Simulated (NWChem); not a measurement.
Ionisation of hydrogen chloride (HCl)

SMILES: Cl
```xyz
2

Cl     0.0000     0.0000     0.0716
H      0.0000     0.0000    -1.2180
```
Charge 0, spin multiplicity 1.

All runs are NWChem calculations. All single points use one geometry, from B3LYP/def2-SVP, a minimum by its harmonic frequencies.

Basis set: def2-TZVP. −ε marks an orbital energy of the parent.

B3LYP has NWChem's definition, with VWN1-RPA local correlation.

### Question
For the first vertical ionisation energy, −ε(HOMO) of HF gives 12.92 eV and −ε(HOMO) of B3LYP gives 9.11 eV. What do −ε(HOMO) of BLYP, −ε(HOMO) of PBE, G0W0@PBE0 give?

### Answer
−ε(HOMO) of BLYP: 7.75 eV; −ε(HOMO) of PBE: 7.90 eV; G0W0@PBE0: 12.24 eV.
